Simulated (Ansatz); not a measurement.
`F/C=C\CF` → `C=CF` + `[CH]F` at 700 K and 1 bar (formal loss of a carbene).

Calculated with Ansatz (gas phase, PBE0-D4/def2-TZVP geometries, no zero-point term in ΔE). CBS: MP2 limit from def2 TZ/QZ plus the TZ coupled-cluster correction, frozen cores. This one scheme is used for every species. One conformer a species, not always the lowest.

```tsv
species	CCSD(T)/CBS energy (Eh)	H − E (kJ/mol)	S (J/(mol·K))
`F/C=C\CF`	-316.10621	233.7	398.8
`C=CF`	-177.66469	155.1	309.1
`[CH]F`	-138.29972	58.3	255.7
```

H − E and S are ideal-gas, rigid-rotor, harmonic terms from PBE0-D4/def2-TZVP, for one conformer and one mirror image of each species. 1 Eh = 2625.50 kJ/mol, R = 8.31446 J/(mol·K).

Q: By hand: ΔE, ΔH, ΔS and ΔG.

A: ΔE = (-177.66469) + (-138.29972) − (-316.10621) = 0.14180 Eh = 372.3 kJ/mol. Δ(H − E) = 155.1 + 58.3 − 233.7 = -20.3, so ΔH = 352.0 kJ/mol. ΔS = 309.1 + 255.7 − 398.8 = 166.0 J/(mol·K). ΔG = 352.0 − 700 × (166.0)/1000 = 235.8 kJ/mol.

Q: By hand: the equilibrium constant, and the temperature at which ΔG would vanish if ΔH and ΔS stayed fixed.

A: log₁₀ K = −ΔG/(RT ln 10) = -17.6. ΔG = 0 at ΔH/ΔS = 2120 K.

The number of gas molecules changes by +1, which sets the sign of ΔS. A doubt of 5 kJ/mol in ΔE shifts log₁₀ K by 0.4 here. Other conformers and mirror images would add mixing entropy, several J/(mol·K) or more a flexible species. These are equilibria of isolated gas molecules and say nothing of rates. Largest T1 diagnostic: 0.018 (customary marks: 0.02 for closed shells, 0.045 for open ones).
